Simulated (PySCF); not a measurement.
Molecule: Methyl propyl ether (CCCOC, C₄H₁₀O).

Bonds (- single, = double, # triple, : aromatic): C1-C2 1.519 Å, C2-C3 1.513 Å, C3-O4 1.396 Å, O4-C5 1.390 Å. C1 carries H6, H7, H8; C2 carries H9, H10; C3 carries H11, H12; C5 carries H13, H14, H15.

Geometry PBE0-D3(BJ)/def2-SVP throughout; GIAO in PySCF, gas phase, one conformer, non-relativistic; equivalent atoms averaged; functional PBE0.

For orientation, aug-cc-pVDZ gives these absolute shieldings σ: C3 121.2, C5 139.2, C2 168.2, C1 184.0, O4 313.2, H13/H14/H15 28.00, H11/H12 28.25, H9/H10 29.74, H6/H7/H8 30.46 ppm.

A run gave: C3 103.9, C5 123.1, C2 156.3, C1 172.6, O4 304.8, H13/H14/H15 27.95, H11/H12 28.16, H9/H10 29.62, H6/H7/H8 30.37 ppm (absolute shieldings σ).

**Question.** Which basis set was used in that run?
A. 6-31G
B. def2-SVP
C. cc-pVDZ
D. pcSseg-2
E. def2-TZVP

**Answer.** D. C3 tells them apart best: pcSseg-2 gives 103.9, cc-pVDZ gives 122.1, def2-TZVP gives 108.5, def2-SVP gives 120.8, 6-31G gives 126.7 ppm.
